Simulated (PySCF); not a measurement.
**Electric field gradients and quadrupole coupling constants**

Compound: C₃H₆S.
Cartesian coordinates in Å at the PBE0-D3(BJ)/def2-TZVP level; atoms count from 1:
```xyz
10
C3H6S angstrom
C      1.2425   -0.6137   -0.6400
C      1.2215    0.2991    0.3276
S     -0.1459    1.0316    1.1028
C     -1.5178    0.2542    0.2576
H      2.1893   -0.9732   -1.0227
H      0.3435   -1.0284   -1.0774
H      2.1508    0.6851    0.7371
H     -1.5186   -0.8248    0.4210
H     -1.4881    0.4685   -0.8121
H     -2.4263    0.6804    0.6824
```

Field gradients from the PBE0/pcSseg-2 density (PySCF, non-relativistic), principal values in atomic units, ordered |Vxx| ≤ |Vyy| ≤ |Vzz|:

| atom | Vxx | Vyy | Vzz |
| --- | --- | --- | --- |
| S3 | 0.2134 | 2.2510 | -2.4644 |

Find the asymmetry η = (Vxx − Vyy)/Vzz and the couplings χ = eQV/h (234.96 MHz × Q in barn × V in au), with Q(33S) = −0.0678 b.

```json
{"atom": "S3", "environment": "sulfide sulfur", "nucleus": "33S", "η": "0.83", "χzz (MHz)": "39.26", "χxx (MHz)": "-3.40", "χyy (MHz)": "-35.86"}
```

The tensor is traceless: Vxx + Vyy + Vzz = 0.

What is Vzz at S3 in SI units (1 au = 9.71736 × 10²¹ V/m²)?

-2.4644 au = -23.947 × 10²¹ V/m².

And the gradient at the other heavy atoms, for which no coupling is worked out here?

| atom | environment | Vzz (au) | η |
| --- | --- | --- | --- |
| C1 | terminal =CH2 carbon | 0.217 | 0.40 |
| C2 | alkene CH carbon | -0.308 | 0.58 |
| C4 | S-methyl carbon | 0.238 | 0.05 |

Were the hydrogens deuterons (Q(2H) = 0.00286 b), χzz would run from 190 kHz (H9 and H8) to 203 kHz (H5 and H6).

Isolated species at its PBE0-D3(BJ)/def2-TZVP geometry (one conformer only).
